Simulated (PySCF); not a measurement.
## Gas-phase thermal properties of AlCl2OH

Method: PySCF energies (xtb for GFN2) plus ideal-gas RRHO corrections (1 bar). 6-31G* has spherical d functions here. All species are closed-shell singlets. B3LYP is the form with VWN-RPA correlation. AlCl2OH: computed as isolated molecules; such fragments, hydroxides, amides, oligomers or adducts are transient or little studied in the gas. The harmonic model lacks anharmonicity and excited electronic states, which grow with temperature; levels with a mode under 35 cm⁻¹ are left out. Warning, point group unlike the PBE0 one: AlCl2OH (GFN2-xTB).

```tsv
level	point group	σ	ZPE (kJ/mol)	S°298 (J/mol/K)	Cp298 (J/mol/K)	S°1000 (J/mol/K)	H1000 − H298 (kJ/mol)
B3LYP/6-31G*	Cs	1	44.0	323.9	79.1	433.4	64.7
GFN2-xTB	C2v	2	41.4	325.3	82.1	436.6	65.6
HF/6-31G*	Cs	1	46.8	321.3	78.1	430.0	64.3
PBE/def2-SVP	Cs	1	43.1	325.1	80.0	435.2	65.0
PBE0/def2-TZVP	Cs	1	44.8	323.3	79.0	432.7	64.7
```
σ: rotational symmetry number. Electronic degeneracy used: 1. Frequencies are unscaled.
